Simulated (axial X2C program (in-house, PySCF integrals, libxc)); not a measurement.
# BLi: bond curves with and without spin–orbit coupling

Aim: find the lowest determinant of BLi, scan the bond at several levels and fit the constants, once spin-free and once with spin–orbit coupling.

Computed with an in-house X2C program for linear molecules on PySCF integrals. Level: all-electron X2C, B dyall-v3z, Li dyall-cv3z.

All values are calculated.

**1. Input**

task.json

```json
{
 "zs": [
  5,
  3
 ],
 "q": 0,
 "bas": [
  "dyall-v3z",
  "dyall-cv3z"
 ],
 "levels": [
  "PBE0",
  "HF",
  "PBE50"
 ],
 "cc": true,
 "r0": 2.18,
 "thr": -2.0,
 "nmax": 90,
 "npts": 10,
 "nst": 2,
 "ntry": 6
}
```

Keys: zs atomic numbers; q charge; bas basis sets; levels methods (HF also brings MP2); cc coupled cluster on or off; r0 starting distance in Å; thr threshold in hartree for freezing inner shells (an s shell follows its p shell); nmax most natural virtual spinors; npts points asked for on the curve; nst determinants followed; ntry starts of the search.

On the command line:

```bash
> python so2c.py task.json out
```

Spin-free means the one-electron spin-free X2C Hamiltonian; two-component (2c) means X2C with spin–orbit coupling and atomic mean-field two-electron Coulomb and Gaunt terms. Basis: B dyall-v3z contracted to [7s6p2d1f], Li dyall-cv3z contracted to [7s8p2d]; Gaussian nuclei, density fitting. Masses: B 11.009 u, Li 7.016 u.

Notation: σ, π±, δ± give the projection m of an orbital's angular momentum (0, ±1, ±2), α and β its spin, Λ and M_S the sums; ω is the projection of a spinor's total angular momentum and Ω the sum. Logs are in hartree.

The results follow Hamiltonian by Hamiltonian and level by level.

**2. State search with PBE0**

Determinants are compared with PBE0 at 2.180 Å.

Spin-free determinants:

```
ΔE (eV)           state                     open shells
   0.00  M_S = 1, Λ = 1   beyond closed shells: σα, π+α
   0.30  M_S = 0, Λ = 1   beyond closed shells: σα, π+β
   0.54  M_S = 1, Λ = 0  beyond closed shells: π+α, π-α
   0.59  M_S = 0, Λ = 0                    closed shell
   1.36  M_S = 0, Λ = 0  beyond closed shells: π+α, π-β
   1.36  M_S = 0, Λ = 2  beyond closed shells: π+α, π+β
   1.55  M_S = 1, Λ = 0    beyond closed shells: 2 × σα
```

Two-component determinants:

```tsv
ΔE (eV)	state	open shells
0.00	Ω = 2	excess of +ω over −ω: ω = 1/2, ω = 3/2
0.30	Ω = 1	excess of +ω over −ω: 2 × ω = 1/2
0.30	Ω = 1	excess of +ω over −ω: ω = -1/2, ω = 3/2
0.59	Ω = 0	closed shell
1.36	Ω = 0	closed shell
3.65	Ω = 3	excess of +ω over −ω: 2 × ω = 3/2
5.08	Ω = 3	excess of +ω over −ω: 3 × ω = 1/2, ω = 3/2
```

**3. PBE0, spin-free**

State followed: M_S = 1, Λ = 1 (beyond closed shells: σα, π+α). The scan is laid around 2.133 Å, a first estimate of the minimum, and this SCF restarts from the orbitals of the search.

Output at 2.133 Å:

```text
spin-free X2C-1e  PBE0
basis functions 83  fitting functions 451  grid points 4359
iter        total energy     max residual
   1        -31.983912350     3.65e-01
   2        -32.141644137     9.55e-03
   3        -32.142111783     6.46e-03
   4        -32.142493505     1.17e-03
   5        -32.142502388     1.03e-04
   6        -32.142502616     3.48e-05
   7        -32.142502646     1.17e-05
   8        -32.142502653     4.27e-06
   9        -32.142502653     7.84e-07
converged
one-electron -49.93829870  Coulomb 19.82698844  exact exchange -1.40130789  xc functional -4.35124322  nuclear repulsion 3.72135873
```

Along the bond, energies from the lowest point:

```csv
R (Å),E (eV),μ (D),HOMO (eV),LUMO (eV),iterations
1.856,0.2515,5.34,-4.13,-2.09,10
1.941,0.1070,5.48,-4.05,-2.02,9
2.005,0.0432,5.58,-3.99,-1.97,9
2.069,0.0095,5.68,-3.94,-1.93,9
2.133,0.0000,5.78,-3.90,-1.89,9
2.208,0.0128,5.89,-3.85,-1.86,9
2.282,0.0452,5.99,-3.81,-1.82,9
2.378,0.1076,6.11,-3.77,-1.78,10
2.496,0.2041,6.21,-3.74,-1.75,10
2.666,0.3629,6.24,-3.73,-1.85,11
```

Dipoles are positive if Li is the positive end.

Outer orbitals at the reference distance:

```csv
symmetry,occupied,ε (eV),atomic character
σα,yes,-10.21,"70% B s, 15% Li p, 11% Li s"
σβ,yes,-8.07,"65% B s, 16% Li p, 12% Li s"
σα,yes,-4.55,"81% B p, 12% Li s, 4% Li p"
π+α,yes,-3.90,"77% B p, 18% Li p, 4% Li d"
π-α,no,-1.89,"66% B p, 30% Li p, 3% Li d"
σα,no,-1.50,"58% Li s, 34% Li p, 7% B p"
σβ,no,-1.12,"54% Li s, 22% Li p, 21% B p"
π-β,no,-0.79,"56% B p, 42% Li p, 2% Li d"
```

PBE0 fields in the half plane through the axis: z from -2.4 to 4.5 Å across, distance from the axis 0.15 to 2.25 Å upwards; B lies at z = 0 and Li at z = 2.133 Å; the ELF is damped to zero where the density is low.

log10 density (e/bohr³). Ten even steps from '0' (-4.90 ) to '9' (0.66 ):
```
111222333333332222111000
112233333333333322211100
122334444444443332221100
223344455555444433221100
233445555555554433221110
234455666666555544321110
234456667666656765321110
334556679776667986421110
```

ELF. Ten even steps from '0' (0.00 ) to '9' (1.00 ):
```
000000111122333210000000
000112223334555531000000
001345555556777642100000
013577776677886421100000
136788887888872000000000
257899987899820000000000
368999930299802994000000
378999819089709999000000
```

Re = 2.130 Å, ωe = 546 cm⁻¹, ωexe = 5.77 cm⁻¹, Be = 0.8668 cm⁻¹, De = 1.31 eV, μ = 5.78 D.

**4. HF, spin-free**

The SCF at the reference distance of 2.133 Å:

```text
spin-free X2C-1e  HF
basis functions 83  fitting functions 451  grid points 4359
iter        total energy     max residual
   1        -31.995183114     3.76e-02
   2        -31.999072338     3.87e-03
   3        -31.999459325     1.83e-03
   4        -31.999613748     1.20e-03
   5        -31.999690133     4.63e-04
   6        -31.999698858     1.01e-04
   7        -31.999699489     6.82e-05
   8        -31.999699640     4.02e-05
   9        -31.999699712     7.75e-06
  10        -31.999699716     1.80e-06
  11        -31.999699716     5.82e-07
converged
one-electron -49.95149293  Coulomb 19.86457082  exact exchange -5.63413634  xc functional 0.00000000  nuclear repulsion 3.72135873
```

Re = 2.135 Å, ωe = 568 cm⁻¹, ωexe = 5.74 cm⁻¹, Be = 0.8634 cm⁻¹, De = 0.721 eV, μ = 6.41 D.

**5. PBE50, spin-free**

The SCF at the reference distance of 2.133 Å:

```text
spin-free X2C-1e  PBE50
basis functions 83  fitting functions 451  grid points 4359
iter        total energy     max residual
   1        -32.153992918     1.51e-02
   2        -32.154713688     1.40e-03
   3        -32.154755222     4.41e-04
   4        -32.154763101     1.83e-04
   5        -32.154765147     6.52e-05
   6        -32.154765416     1.46e-05
   7        -32.154765429     2.46e-06
   8        -32.154765430     8.10e-07
converged
one-electron -49.96739090  Coulomb 19.86895389  exact exchange -2.81041549  xc functional -2.96727166  nuclear repulsion 3.72135873
```

Re = 2.118 Å, ωe = 566 cm⁻¹, ωexe = 5.55 cm⁻¹, Be = 0.8772 cm⁻¹, De = 1.27 eV, μ = 6.11 D.

**6. MP2 and beyond, spin-free**

Correlated methods: 4 electrons correlated (frozen shells, counted by type: B 1 s; Li 1 s), 150 virtual spinors in MP2, 58 natural virtuals in coupled cluster.

Output of the correlated part at 2.133 Å:

```text
correlated 4  virtual 150  natural virtual 58  E(MP2) -0.061902930  MP2 remainder -0.000702632
iter   CCSD correlation   residual
   1     -0.073326053   1.04e-01
   2     -0.078566814   4.35e-02
   3     -0.079327133   1.46e-02
   4     -0.079456088   4.50e-03
   5     -0.079461795   1.83e-03
   6     -0.079485601   6.94e-04
   7     -0.079485317   2.17e-04
   8     -0.079484348   6.09e-05
   9     -0.079484289   2.42e-05
  10     -0.079484359   6.57e-06
  11     -0.079484280   2.28e-06
  12     -0.079484265   6.77e-07
(T) -0.002923924  T1 0.0269  D1 0.0447  max T2 0.099
```

T1 in the output is the amplitude norm over the root of the electron number; divide by √2 for the Lee–Taylor value.

MP2: Re = 2.139 Å, ωe = 554 cm⁻¹, Be = 0.8596 cm⁻¹, De = 1.17 eV.

CCSD: Re = 2.141 Å, ωe = 543 cm⁻¹, ωexe = 5.73 cm⁻¹, Be = 0.8579 cm⁻¹, De = 1.12 eV. T1 = 0.019.

CCSD(T): Re = 2.145 Å, ωe = 539 cm⁻¹, ωexe = 5.7 cm⁻¹, Be = 0.8549 cm⁻¹, De = 1.17 eV. T1 = 0.019.

**7. A higher determinant, spin-free**

State: M_S = 0, Λ = 1 (beyond closed shells: σα, π+β).

Output at the reference distance:

```text
spin-free X2C-1e  PBE0
basis functions 83  fitting functions 451  grid points 4359
iter        total energy     max residual
   1        -31.972531958     3.62e-01
   2        -32.130612973     9.69e-03
   3        -32.131067674     6.89e-03
   4        -32.131505991     1.19e-03
   5        -32.131515077     7.95e-05
   6        -32.131515488     7.36e-05
   7        -32.131515659     3.10e-05
   8        -32.131515709     5.40e-06
   9        -32.131515710     3.69e-07
converged
one-electron -49.91095819  Coulomb 19.79852665  exact exchange -1.39721524  xc functional -4.34322766  nuclear repulsion 3.72135873
```

```csv
R (Å),E above the lowest PBE0 point (eV)
1.856,0.558
1.941,0.412
2.005,0.347
2.069,0.311
2.133,0.299
2.208,0.308
2.282,0.335
2.378,0.389
2.496,0.471
```

Re = 2.141 Å, ωe = 525 cm⁻¹, ωexe = 7.26 cm⁻¹, Be = 0.8582 cm⁻¹, μ = 5.98 D. ⟨S²⟩ = 1.01 against 0.00 for a pure state, so this determinant mixes spins. Te = 0.30 eV.

**8. The spin-free curves together**

Energy (eV) of the followed determinant, spin-free, from each level's lowest point:

```csv
R (Å),PBE0,HF,MP2,CCSD,CCSD(T),PBE50
1.856,0.251,0.279,0.276,n/a,n/a,0.239
1.941,0.107,0.121,0.121,0.120,0.122,0.097
2.005,0.043,0.050,0.051,0.051,0.053,0.036
2.069,0.010,0.012,0.013,0.013,0.014,0.006
2.133,0.000,0.000,0.000,0.000,0.000,0.000
2.208,0.013,0.012,0.010,0.009,0.008,0.018
2.282,0.045,0.047,0.042,0.039,0.036,0.056
2.378,0.108,0.113,0.105,0.098,0.094,0.126
2.496,0.204,0.216,0.206,n/a,n/a,0.232
2.666,0.363,0.381,0.382,n/a,n/a,0.404
```

**9. PBE0, 2c**

State followed: Ω = 2 (excess of +ω over −ω: ω = 1/2, ω = 3/2). The scan is laid around 2.133 Å, a first estimate of the minimum, and this SCF restarts from the orbitals of the search.

Output at 2.133 Å:

```text
two-component X2C + atomic mean field  PBE0
basis functions 83  fitting functions 451  grid points 4359
iter        total energy     max residual
   1        -31.982693903     3.65e-01
   2        -32.140711002     9.56e-03
   3        -32.141178020     6.47e-03
   4        -32.141560324     1.17e-03
   5        -32.141569193     1.03e-04
   6        -32.141569422     3.52e-05
   7        -32.141569452     1.19e-05
   8        -32.141569459     4.30e-06
   9        -32.141569459     7.85e-07
converged
one-electron -49.93589349  Coulomb 19.82617260  exact exchange -1.40124806  xc functional -4.35106142  nuclear repulsion 3.72135873  atomic mean-field constant -0.00089782
```

Along the bond, energies from the lowest point:

```csv
R (Å),E (eV),μ (D),HOMO (eV),LUMO (eV),iterations
1.856,0.2516,5.34,-4.13,-2.09,10
1.941,0.1071,5.48,-4.05,-2.02,9
2.005,0.0433,5.58,-3.99,-1.97,9
2.069,0.0096,5.68,-3.94,-1.93,9
2.133,0.0000,5.78,-3.90,-1.90,9
2.208,0.0127,5.89,-3.85,-1.86,9
2.282,0.0451,5.99,-3.81,-1.82,9
2.378,0.1075,6.11,-3.77,-1.79,10
2.496,0.2040,6.21,-3.74,-1.75,10
2.666,0.3628,6.24,-3.73,-1.85,11
```

Dipoles are positive if Li is the positive end.

Outer spinors at the reference distance:

```tsv
ω	occupied	ε (eV)	atomic character	λ mixture
1/2	yes	-10.21	70% B s, 15% Li p, 11% Li s	100% σ
-1/2	yes	-8.07	65% B s, 16% Li p, 12% Li s	100% σ
1/2	yes	-4.55	81% B p, 12% Li s, 4% Li p	100% σ
3/2	yes	-3.90	77% B p, 18% Li p, 4% Li d	100% π
-1/2	no	-1.90	66% B p, 30% Li p, 3% Li d	100% π
1/2	no	-1.50	58% Li s, 34% Li p, 7% B p	100% σ
-1/2	no	-1.12	54% Li s, 22% Li p, 21% B p	100% σ
1/2	no	-0.79	56% B p, 42% Li p, 2% Li d	100% π
```

PBE0 fields in the half plane through the axis: z from -2.4 to 4.5 Å across, distance from the axis 0.15 to 2.25 Å upwards; B lies at z = 0 and Li at z = 2.133 Å; the ELF is damped to zero where the density is low.

log10 density (e/bohr³). Ten even steps from '0' (-4.90 ) to '9' (0.66 ):
```
111222333333332222111000
112233333333333322211100
122334444444443332221100
223344455555444433221100
233445555555554433221110
234455666666555544321110
234456667666656765321110
334556679776667986421110
```

ELF. Ten even steps from '0' (0.00 ) to '9' (1.00 ):
```
000000111122333210000000
000122223334555531000000
001345555556777642100000
013577776677886421100000
136788887888872000000000
257899987899820000000000
368999930299802994000000
378999819089709999000000
```

Re = 2.131 Å, ωe = 546 cm⁻¹, ωexe = 5.77 cm⁻¹, Be = 0.8667 cm⁻¹, De = 1.30 eV, μ = 5.78 D.

**10. HF, 2c**

Output at 2.133 Å:

```text
two-component X2C + atomic mean field  HF
basis functions 83  fitting functions 451  grid points 4359
iter        total energy     max residual
   1        -31.994252228     3.76e-02
   2        -31.998140928     3.87e-03
   3        -31.998527820     1.83e-03
   4        -31.998682195     1.20e-03
   5        -31.998758540     4.63e-04
   6        -31.998767260     1.01e-04
   7        -31.998767891     6.82e-05
   8        -31.998768042     4.02e-05
   9        -31.998768115     7.74e-06
  10        -31.998768118     1.80e-06
  11        -31.998768118     5.82e-07
converged
one-electron -49.94907193  Coulomb 19.86373414  exact exchange -5.63389123  xc functional 0.00000000  nuclear repulsion 3.72135873  atomic mean-field constant -0.00089782
```

Re = 2.135 Å, ωe = 568 cm⁻¹, ωexe = 5.74 cm⁻¹, Be = 0.8633 cm⁻¹, De = 0.720 eV, μ = 6.41 D.

**11. PBE50, 2c**

The SCF at the reference distance of 2.133 Å:

```text
two-component X2C + atomic mean field  PBE50
basis functions 83  fitting functions 451  grid points 4359
iter        total energy     max residual
   1        -32.153060479     1.51e-02
   2        -32.153781143     1.40e-03
   3        -32.153822668     4.41e-04
   4        -32.153830544     1.83e-04
   5        -32.153832589     6.52e-05
   6        -32.153832857     1.46e-05
   7        -32.153832871     2.46e-06
   8        -32.153832871     8.12e-07
converged
one-electron -49.96498269  Coulomb 19.86813387  exact exchange -2.81029499  xc functional -2.96714997  nuclear repulsion 3.72135873  atomic mean-field constant -0.00089782
```

Re = 2.118 Å, ωe = 566 cm⁻¹, ωexe = 5.55 cm⁻¹, Be = 0.8771 cm⁻¹, De = 1.27 eV, μ = 6.11 D.

**12. MP2 and beyond, 2c**

Correlated methods: 4 electrons correlated (frozen shells, counted by type: B 1 s; Li 1 s), 150 virtual spinors in MP2, 58 natural virtuals in coupled cluster.

Output of the correlated part at 2.133 Å:

```text
correlated 4  virtual 150  natural virtual 58  E(MP2) -0.061901259  MP2 remainder -0.000702590
iter   CCSD correlation   residual
   1     -0.073324475   1.04e-01
   2     -0.078565486   4.35e-02
   3     -0.079325779   1.46e-02
   4     -0.079454719   4.50e-03
   5     -0.079460410   1.82e-03
   6     -0.079484217   6.94e-04
   7     -0.079483932   2.17e-04
   8     -0.079482963   6.09e-05
   9     -0.079482904   2.42e-05
  10     -0.079482974   6.61e-06
  11     -0.079482895   2.36e-06
  12     -0.079482879   8.19e-07
(T) -0.002923856  T1 0.0269  D1 0.0447  max T2 0.099
```

MP2: Re = 2.139 Å, ωe = 554 cm⁻¹, Be = 0.8595 cm⁻¹, De = 1.16 eV.

CCSD: Re = 2.141 Å, ωe = 543 cm⁻¹, ωexe = 5.73 cm⁻¹, Be = 0.8578 cm⁻¹, De = 1.12 eV. T1 = 0.019.

CCSD(T): Re = 2.145 Å, ωe = 539 cm⁻¹, ωexe = 5.7 cm⁻¹, Be = 0.8549 cm⁻¹, De = 1.17 eV. T1 = 0.019.

**13. A higher determinant, 2c**

State: Ω = 1 (excess of +ω over −ω: 2 × ω = 1/2).

Output at the reference distance:

```text
two-component X2C + atomic mean field  PBE0
basis functions 83  fitting functions 451  grid points 4359
iter        total energy     max residual
   1        -31.971352068     3.63e-01
   2        -32.129714724     9.69e-03
   3        -32.130168907     6.90e-03
   4        -32.130608548     1.19e-03
   5        -32.130617606     7.92e-05
   6        -32.130618016     7.35e-05
   7        -32.130618187     3.10e-05
   8        -32.130618237     5.38e-06
   9        -32.130618238     3.64e-07
converged
one-electron -49.90875497  Coulomb 19.79790417  exact exchange -1.39716125  xc functional -4.34306710  nuclear repulsion 3.72135873  atomic mean-field constant -0.00089782
```

```
R (Å)  E above the lowest PBE0 point (eV)
1.856                               0.557
1.941                               0.411
2.005                               0.346
2.069                               0.310
2.133                               0.298
2.208                               0.307
2.282                               0.334
2.378                               0.388
2.496                               0.470
```

Re = 2.141 Å, ωe = 525 cm⁻¹, ωexe = 7.26 cm⁻¹, Be = 0.8582 cm⁻¹, μ = 5.97 D. Te = 0.30 eV.

**14. The 2c curves together**

Energy (eV) of the followed determinant, 2c, from each level's lowest point:

```csv
R (Å),PBE0,HF,MP2,CCSD,CCSD(T),PBE50
1.856,0.252,0.279,0.276,n/a,n/a,0.240
1.941,0.107,0.121,0.121,0.120,0.123,0.097
2.005,0.043,0.050,0.051,0.051,0.053,0.036
2.069,0.010,0.012,0.013,0.013,0.014,0.006
2.133,0.000,0.000,0.000,0.000,0.000,0.000
2.208,0.013,0.012,0.010,0.009,0.008,0.018
2.282,0.045,0.046,0.042,0.039,0.036,0.056
2.378,0.107,0.113,0.105,0.098,0.094,0.126
2.496,0.204,0.216,0.206,n/a,n/a,0.232
2.666,0.363,0.381,0.382,n/a,n/a,0.404
```

Time for the job: 14 s (1 thread of Intel Xeon 6975P-C (Granite Rapids), shared host).

**15. Constants**

Lowest determinant that the search found at its distance (another Ω component may lie lower), spin-free: M_S = 1, Λ = 1 (beyond closed shells: σα, π+α).

Lowest determinant that the search found at its distance (another Ω component may lie lower), 2c: Ω = 2 (excess of +ω over −ω: ω = 1/2, ω = 3/2).

```json
{"Hamiltonian": "spin-free", "level": "PBE0", "Re (Å)": "2.130", "ωe (cm⁻¹)": "546", "De (eV)": "1.31", "μ (D)": "5.78"}
{"Hamiltonian": "spin-free", "level": "HF", "Re (Å)": "2.135", "ωe (cm⁻¹)": "568", "De (eV)": "0.721", "μ (D)": "6.41"}
{"Hamiltonian": "spin-free", "level": "MP2", "Re (Å)": "2.139", "ωe (cm⁻¹)": "554", "De (eV)": "1.17", "μ (D)": "n/a"}
{"Hamiltonian": "spin-free", "level": "CCSD", "Re (Å)": "2.141", "ωe (cm⁻¹)": "543", "De (eV)": "1.12", "μ (D)": "n/a"}
{"Hamiltonian": "spin-free", "level": "CCSD(T)", "Re (Å)": "2.145", "ωe (cm⁻¹)": "539", "De (eV)": "1.17", "μ (D)": "n/a"}
{"Hamiltonian": "spin-free", "level": "PBE50", "Re (Å)": "2.118", "ωe (cm⁻¹)": "566", "De (eV)": "1.27", "μ (D)": "6.11"}
{"Hamiltonian": "2c", "level": "PBE0", "Re (Å)": "2.131", "ωe (cm⁻¹)": "546", "De (eV)": "1.30", "μ (D)": "5.78"}
{"Hamiltonian": "2c", "level": "HF", "Re (Å)": "2.135", "ωe (cm⁻¹)": "568", "De (eV)": "0.720", "μ (D)": "6.41"}
{"Hamiltonian": "2c", "level": "MP2", "Re (Å)": "2.139", "ωe (cm⁻¹)": "554", "De (eV)": "1.16", "μ (D)": "n/a"}
{"Hamiltonian": "2c", "level": "CCSD", "Re (Å)": "2.141", "ωe (cm⁻¹)": "543", "De (eV)": "1.12", "μ (D)": "n/a"}
{"Hamiltonian": "2c", "level": "CCSD(T)", "Re (Å)": "2.145", "ωe (cm⁻¹)": "539", "De (eV)": "1.17", "μ (D)": "n/a"}
{"Hamiltonian": "2c", "level": "PBE50", "Re (Å)": "2.118", "ωe (cm⁻¹)": "566", "De (eV)": "1.27", "μ (D)": "6.11"}
```

Dipoles are positive if Li is the positive end.

Time per point (s) on 1 thread of Intel Xeon 6975P-C (Granite Rapids), shared host (2c runs; CCSD comes with the CCSD(T) run); the times are rough: PBE0 0.11, HF 0.041, MP2 0.049, CCSD(T) 0.25, PBE50 0.12.

At CCSD(T), going from spin-free to two-component changes Re by 0 mÅ, ωe by 0.0 %, which is small (part of it comes from the scalar share of the two-electron terms). De moves by 0.00 eV; both De rest on single-determinant atoms, which can miss part of an open shell's spin–orbit lowering.

De refers to B + Li, the ground-state fragments, which need not be this curve's own limit. The state is a single determinant with fixed occupations, the lowest that a limited PBE0 search found. De is counted from the lowest determinant-based energies of the atoms at the same level, without counterpoise correction. Density functionals use the spin component along the axis (collinear). CCSD and (T) use frozen natural virtuals with an MP2 correction for the truncation. With several unpaired electrons one determinant need not be a pure state.
